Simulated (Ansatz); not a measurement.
# CF₂ (singlet): from Hartree-Fock to the top rungs, cc-pVDZ

An exercise on one series of results from a longer session: the logs are not shown, and one member is left open.

Computed with Ansatz 0.2.0, Gaussian basis. Level: cc-pVDZ, core rule «outside noble gas», up to 3 orbitals frozen.

To be run: UHF; CCSD(T) on RHF; CCSD(T) on UHF; BCCD(T) on RHF; CISD; CCSDT(Q) on RHF; CCSDT(Q) on UHF; CASSCF and MRCISD+Q, 14 electrons in 10 orbitals; CASSCF and NEVPT2, 14 electrons in 10 orbitals.

25 further runs of the same task are left out: 10 that didn't finish, 15 set aside as unsound or not needed.

## What is computed

The geometry is a PBE0/def2-TZVP stationary point (not a proven minimum) of the parent state, kept for this charge and spin.

3 atoms, charge 0, spin multiplicity 1.

Atoms are counted from 1 here; the program's logs count them from 0.

Bond lengths: C1–F2 1.309 Å, C1–F3 1.309 Å. Angles: F2–C1–F3 119.5°.

The first run:

The input, in.yaml:

```yaml
crystal:
  periodic: [false, false, false]
  atoms:
    - {symbol: C, position_ang: [0.000000, -0.500907, 0.000000]}
    - {symbol: F, position_ang: [0.000000, 0.158336, -1.130366]}
    - {symbol: F, position_ang: [0.000000, 0.158336, 1.130366]}
basis:
  gaussian: {orbitals: cc-pVDZ}
magnetization: {spin_polarized: true, initial_magnetization: 0}
hamiltonian: {xc: hf}
output: {orbitals: {seedname: orbitals}}
```

Run with:

```
$ ansatz run in.yaml --threads 1 --pin off --events-out ev --progress --plain --max-ram 2393MiB
```

Among the steps run: UHF; CCSD(T) on RHF; CCSD(T) on UHF; BCCD(T) on RHF; CISD; CCSDT(Q) on RHF; CCSDT(Q) on UHF; CASSCF and MRCISD+Q, 14 electrons in 10 orbitals; CASSCF and NEVPT2, 14 electrons in 10 orbitals.

One table of the session follows, with a row left open; its other results are not shown here.

```
          method  from RCCSDT(Q) (meV)
             RHF              +14058.7
             UHF              +13954.0
            RMP2                +781.6
            UMP2               +1018.9
            CISD               +1657.3
           RCCSD                +406.3
           UCCSD                +427.5
        RCCSD(T)                     ?
        UCCSD(T)                 +78.1
         BCCD(T)                 +44.8
          RCCSDT                 +36.8
          UCCSDT                 +39.5
       RCCSDT(Q)                     0
       UCCSDT(Q)                  -0.3
  CASSCF valence              +11117.4
  NEVPT2 valence               +1310.8
  MRCISD valence                +948.4
MRCISD+Q valence                +170.2
```

Estimate the missing values for RCCSD(T).

As computed: from RCCSDT(Q) (meV): +57.6. In the column «from RCCSDT(Q) (meV)» it lies between BCCD(T) (+44.8) and UCCSD(T) (+78.1).

Among the levels timed on like hardware and quicker than the yardstick, those that no quicker one beats, quickest first: RCCSD(T) (0.36 s, +57.6 meV); BCCD(T) (0.45 s, +44.8 meV).

Limits of these values: Of the multireference levels listed MRCISD+Q valence comes nearest in total energy (+170.2 meV), which doesn't show that its space is the better one. Restricted and unrestricted rows rest on different reference determinants; where their highest levels disagree by more than a few hundredths of an eV, they describe different states and don't form one ladder.
